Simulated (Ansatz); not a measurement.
in.yaml

```yaml
crystal:
  periodic: [false, false, false]
  atoms:
    - {symbol: O, position_ang: [0.000000, -0.676845, 0.785054]}
    - {symbol: B, position_ang: [0.000000, 0.567200, 1.099112]}
    - {symbol: Si, position_ang: [0.000000, 0.118108, -0.941049]}
    - {symbol: H, position_ang: [0.000000, 1.369113, 1.971283]}
basis:
  gaussian: {orbitals: 6-31G}
magnetization: {spin_polarized: false, initial_magnetization: 2}
correlation: {method: mp2, electrons: outside_noble_gas}
output: {forces: true}
```

```sh
$ ansatz run in.yaml --threads 1 --pin off --events-out ev --progress --plain --max-ram 2393MiB
```

Question: Roughly how long does this take on 1 thread of Arm Neoverse V2, shared host, and how much host memory?

Answer: 0.48 s wall and 0.07 GiB.

```
373 factors; integrals over basis functions are off by at most 2.4e-4 eV
mean field evaluation 1: about -10580.1996 eV, gradient 3.3e1 eV
mean field evaluation 2: about -10580.2057 eV, gradient 3.3e1 eV
mean field evaluation 4: about -10583.0008 eV, gradient 2.8e0 eV
mean field evaluation 8: about -10583.0581 eV, gradient 5.0e-3 eV
mean field -10583.05806527 eV, -388.9202104444 hartree, gradient 1.4e-6 eV, S^2 2.000000; 0 other end points of the search recorded, 0 dependent functions left out
mean field evaluation 16: about -10580.4102 eV, gradient 2.3e1 eV
7 core orbitals not correlated: weight in the atoms' cores, before any rotation towards them, 1.000 or more for the frozen orbitals, at most 0.000 for the correlated occupied ones
reference -10583.05806527 eV, -388.9202104444 hartree; 8, 6 occupied and 18, 20 virtual orbitals, 373 factors
second order -5.83324375 eV of doubles, -0.05030602 eV of singles
the calculation of the forces begins
Total energy: -10588.94161505 eV, -389.1364269105 hartree
Atom 0 at     0.000000    -0.676845     0.785054 Å, force    -0.000000    -2.699677     1.405792 eV/Å
Atom 1 at     0.000000     0.567200     1.099112 Å, force    -0.000000     2.051724     1.596852 eV/Å
Atom 2 at     0.000000     0.118108    -0.941049 Å, force    -0.000000     0.679998    -2.869156 eV/Å
Atom 3 at     0.000000     1.369113     1.971283 Å, force     0.000000    -0.032045    -0.133488 eV/Å
Dipole moment:    -0.000000     0.261263     0.185065 e Å
```

Forces (eV/Å):
```
O    0.000 -2.700  1.406
B    0.000  2.052  1.597
Si   0.000  0.680 -2.869
H    0.000 -0.032 -0.133
```
